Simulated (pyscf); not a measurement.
H₃C–CH(CH₃)–F -> H₂C=CH–CH₃ + HF, an elimination (singlet surface; C–H, C–F broken, F–H formed). Optimised with ωB97X-D3(BJ)/def2-SVP in PySCF. MP2 and CC: frozen core, UHF for open shells. ΔMP2 is the change of the MP2 total energy from the triple- to the quadruple-zeta basis. Energies in kcal/mol from the reactant's lowest minimum found.

Small-basis levels: PySCF, no dispersion term, spherical d functions. AM1 to PM7: differences of heats of formation from MOPAC. GFN2-xTB: tblite. Cost: rough CPU time at the saddle relative to B3LYP/6-31G*, from one job on a shared machine.

| level | barrier | reaction energy | cost |
|---|---|---|---|
| HF/STO-3G | 145.9 | +66.1 | 0.03 |
| MP2/6-31G* | 68.8 | +28.5 | 0.07 |
| BP86/6-31G* | 57.5 | +32.3 | 1 |
| PBE/6-31G* | 57.9 | +34.9 | 1 |
| B3LYP/6-31G* | 63.9 | +32.3 | 1 |
| PBE/def2-SVP | 54.7 | +28.6 | 2 |
| B3LYP/def2-SVP | 60.9 | +26.1 | 1 |
| GFN2-xTB | 74.2 | +40.3 | under 0.02 |
| PM3 | 88.8 | +10.3 | under 0.02 |
| CCSD(T)/def2-TZVPP + ΔMP2(QZVPP) | 61.5 | +17.4 | – |

Against the last row the barrier runs from -6.7 (PBE/def2-SVP) to +84.4 kcal/mol (HF/STO-3G); B3LYP/def2-SVP happens to lie closest here (0.6 kcal/mol apart). CCSD(T)/def2-TZVPP + ΔMP2(QZVPP) has limits of its own. On the product side the descent ends in a complex, 6.2 kcal/mol under the separated species and 44.6 kcal/mol under the saddle at ωB97X-D3(BJ)/def2-TZVP. This is the saddle that the search found; another between the same sides may lie lower. The CCSD(T) − MP2 part came from Ansatz, without density fitting, on the same reference.
